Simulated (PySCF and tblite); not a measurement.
Values are calculated unless marked as measured or tabulated.
Molecule: C5H9N, numbered as in [CH2:1]=[CH:2][C@@H:3]1[CH2:4][CH2:5][NH:6]1; H are named by their carrier, a and b as at the first point (Å):

```
C1      -2.474   -0.024    0.666
C2      -1.412    0.366   -0.014
C3      -0.099   -0.338    0.012
C4       1.089    0.450    0.594
C5       1.847    0.046   -0.669
N6       0.583   -0.383   -1.320
H1a     -3.402    0.521    0.639
H1b     -2.458   -0.908    1.284
H2      -1.436    1.249   -0.636
H3      -0.207   -1.324    0.479
H4a      0.896    1.518    0.658
H4b      1.484    0.091    1.541
H5a      2.341    0.851   -1.217
H5b      2.565   -0.762   -0.505
H6       0.682   -1.364   -1.568
```

The mean out-of-plane torsion at N6 (0° is planar) is held and the rest relaxed at GFN2-xTB. Energies: BP86/pcSseg-1 + D3(BJ). Couplings: B3LYP/6-31G* with H pcJ-1 N pcJ-1, gas phase, for ¹H, ¹⁵N. Programs: tblite and PySCF.

Question: How do the most sensitive couplings change along the out-of-plane angle?

Answer: 
```json
{"out-of-plane angle °": "-45", "¹J(N6,H6)": "-56.8", "³J(H5b,H6)": "12.3", "³J(H5a,H6)": "3.8", "³J(H3,H6)": "10.7", "²J(N6,H3)": "0.7"}
{"out-of-plane angle °": "-28", "¹J(N6,H6)": "-82.0", "³J(H5b,H6)": "5.5", "³J(H5a,H6)": "-0.2", "³J(H3,H6)": "4.9", "²J(N6,H3)": "1.2"}
{"out-of-plane angle °": "0", "¹J(N6,H6)": "-102.8", "³J(H5b,H6)": "-1.7", "³J(H5a,H6)": "-1.7", "³J(H3,H6)": "-1.5", "²J(N6,H3)": "-0.7"}
{"out-of-plane angle °": "28", "¹J(N6,H6)": "-82.4", "³J(H5b,H6)": "0.1", "³J(H5a,H6)": "5.6", "³J(H3,H6)": "0.0", "²J(N6,H3)": "-5.2"}
{"out-of-plane angle °": "46", "¹J(N6,H6)": "-56.7", "³J(H5b,H6)": "9.5", "³J(H5a,H6)": "12.1", "³J(H3,H6)": "8.5", "²J(N6,H3)": "-7.3"}
```
Values in Hz.

Question: Set ³J(H5b,H6) against its H–C–N–H torsion.

Answer: -141°: 9.5 Hz, -94°: 0.1 Hz, -64°: -1.7 Hz, -34°: 5.5 Hz, -5°: 12.3 Hz.
